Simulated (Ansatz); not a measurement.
**HCl (hydrogen chloride) at BCCD(T)/def2-TZVPPD**

Aim: the vertical ionisation energy of HCl (hydrogen chloride) at BCCD(T)/def2-TZVPPD, from 2 runs. 

The calculation is run with Ansatz 0.2.0.

32 further runs of the same task are left out: 32 set aside as unsound or not needed.

### Step 1. The system as given

HCl: 2 atoms, total charge 0, spin state singlet. As SMILES, `Cl`. Geometry: relaxed at PBE0-D4/def2-TZVP.

Bond lengths: Cl1–H2 1.279 Å.

### Step 2. The energy at BCCD(T)/def2-TZVPPD

The input, in.yaml:

```yaml
crystal:
  periodic: [false, false, false]
  atoms:
    - {symbol: Cl, position_ang: [0.546000, -0.178500, 0.280800]}
    - {symbol: H, position_ang: [-0.546000, 0.178500, -0.280800]}
basis:
  gaussian:
    orbitals: def2-TZVPPD.json
correlation:
  method: bccd_t
  frozen_orbitals: {Cl: 5, H: 0}
accuracy: high
scf:
  omitted_lower_state_checks: [cluster_reference, increment]
```

The basis set def2-TZVPPD is read from a file made from the Basis Set Exchange's data (not shown).

Command:

```bash
ansatz run in.yaml --threads 1 --pin off --max-ram 3480MiB --events-out events.jsonl --progress --plain --runs-dir runs
```

Log (excerpt; [...] marks lines left out):

```text
Warning: RAYON_NUM_THREADS=1 ignored (pool sized by the plan → 1); use --threads N
Functional definition: HF
  name "HF"
[...]
849 factors; integrals over basis functions are off by at most 3.7e-9 eV
[...]
mean field -12519.95662759 eV, -460.0999197327 hartree, gradient 2.1e-8 eV, S^2 0.000000; 0 other end points of the search recorded, 0 dependent functions left out
5 core orbitals not correlated: weight in the atoms' cores, before any rotation towards them, 1.000 or more for the frozen orbitals, at most 0.000 for the correlated occupied ones
reference -12519.95662759 eV, -460.0999197327 hartree; 4, 4 occupied and 59, 59 virtual orbitals, 849 factors
second order -5.58050873 eV of doubles, -0.00000000 eV of singles
cycle   1  -5.99736822 eV  change   -4.2e-1 eV  update   3.9e-2
[...]
cycle  19  -6.13513858 eV  change  -6.6e-11 eV  update  2.9e-10
perturbative correction -0.22864341 eV, -0.0084024904 hartree
Total energy: -12526.32040959 eV, -460.3337844075 hartree
Checks for a lower state left out: cluster_reference, increment
```

Wall time 1.5 s (1 thread of Arm Neoverse V2, shared host); peak memory 0.22 GiB.

### Step 3. The doublet cation at the same level

The input, run.yaml:

```yaml
crystal:
  periodic: [false, false, false]
  atoms:
    - symbol: Cl
      position_ang: [0.546000, -0.178500, 0.280800]
    - symbol: H
      position_ang: [-0.546000, 0.178500, -0.280800]
basis:
  gaussian: {orbitals: def2-TZVPPD.json}
total_charge: 1
magnetization: {spin_polarized: true, initial_magnetization: 1}
correlation: {method: bccd_t, frozen_orbitals: {Cl: 5, H: 0}}
accuracy: high
scf: {omitted_lower_state_checks: [cluster_reference, increment]}
```

The basis set def2-TZVPPD is read from a file made from the Basis Set Exchange's data (not shown).

Command:

```bash
ansatz run run.yaml --threads 1 --pin off --max-ram 3480MiB --events-out events.jsonl --progress --plain --runs-dir runs
```

Log (excerpt; [...] marks lines left out):

```text
Warning: RAYON_NUM_THREADS=1 ignored (pool sized by the plan → 1); use --threads N
[... 2 set-up lines as earlier in the session ...]
[...]
849 factors; integrals over basis functions are off by at most 3.7e-9 eV
[...]
mean field -12508.43318484 eV, -459.6764410224 hartree, gradient 4.7e-8 eV, S^2 0.761862; 2 other end points of the search recorded, 0 dependent functions left out
5 core orbitals not correlated: weight in the atoms' cores, before any rotation towards them, 1.000 or more for the frozen orbitals, at most 0.000 for the correlated occupied ones
reference -12508.43318484 eV, -459.6764410224 hartree; 4, 3 occupied and 59, 60 virtual orbitals, 849 factors
second order -4.39568889 eV of doubles, -0.00000000 eV of singles
cycle   1  -4.92626323 eV  change   -5.3e-1 eV  update   4.3e-2
[...]
cycle  20  -5.09287953 eV  change  -4.1e-10 eV  update  3.4e-10
perturbative correction -0.16623283 eV, -0.0061089438 hartree
Total energy: -12513.69229720 eV, -459.8697098367 hartree
Checks for a lower state left out: cluster_reference, increment
```

Wall time 3.6 s (1 thread of Arm Neoverse V2, shared host); peak memory 0.4 GiB.

### Step 4. What came out

Level: BCCD(T)/def2-TZVPPD, 5 core orbitals frozen.

| quantity | value |
| --- | --- |
| singlet HCl: total energy | -460.33378 Eh |
| singlet HCl: correlation energy (5 core orbitals frozen) | -233.9 mEh |
| singlet HCl: (T) correction | -8.40 mEh |
| doublet cation: total energy | -459.86971 Eh |
| doublet cation: correlation energy (5 core orbitals frozen) | -193.3 mEh |
| doublet cation: (T) correction | -6.11 mEh |
| doublet cation: ⟨S²⟩ of the reference determinant | 0.762 |
| vertical ionisation energy (to the doublet cation) | 12.628 eV |

**Reading.** Removing an electron at fixed nuclei costs 12.63 eV (291 kcal/mol). The triples (singlet HCl) make up 3.6 % of the correlation energy. The triples (doublet cation) make up 3.2 % of the correlation energy.
